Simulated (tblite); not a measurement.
Species: nitrosyl fluoride, FNO.
SMILES: `O=NF`

All values are computed: GFN2-xTB (tblite) harmonic vibrations without scaling, gas phase. This tight-binding method is rough: wavenumbers can miss measured ones by several per cent, in bad cases by 10 to 20.

Harmonic wavenumbers (cm⁻¹): 536.3, 753.3, 1847.7.

A = 98277, B = 11934, C = 10642 MHz; mass 48.996 u (most abundant isotopes); point group Cs, symmetry number 1.

**Question.** What is the zero-point energy?

**Answer.** Half the sum of the wavenumbers: 1569 cm⁻¹ = 18.77 kJ/mol.

**Question.** Give the ideal-gas entropy at 200 K and 1 bar in the rigid-rotor, harmonic-oscillator model (classical rotation).

**Answer.** Translation 149.09, rotation 81.97, vibration 1.11: S = 232.2 J/(mol K).

**Question.** And Cp and H(200 K) − H(0)?

**Answer.** Cp = 37.08 J/(mol K), of which vibrations give 3.82 (their classical limit is 3 R = 24.9); H(200 K) − H(0) = 6.83 kJ/mol without the zero-point energy, 0.18 from vibrations.

**Question.** What must be added to the electronic energy to get the Gibbs energy at 200 K and 1 bar?

**Answer.** ZPE + [H(200 K) − H(0)] − T·S = 18.77 + 6.83 − 46.43 = -20.83 kJ/mol.

**Question.** How do the functions run with temperature in this model?

**Answer.** 
| T (K) | S (J/(mol K)) | Cp (J/(mol K)) | H − H(0) (kJ/mol) | G − H(0) (kJ/mol) | ln q(vib) |
| --- | --- | --- | --- | --- | --- |
| 100 | 208.0 | 33.5 | 3.33 | -17.48 | 0.00 |
| 300 | 248.0 | 41.4 | 10.76 | -63.65 | 0.11 |
| 500 | 270.6 | 47.0 | 19.65 | -115.67 | 0.37 |
| 800 | 293.8 | 51.7 | 34.52 | -200.55 | 0.82 |
| 1000 | 305.6 | 53.5 | 45.05 | -260.53 | 1.11 |

q(vib) and H(0) count from the zero-point level.
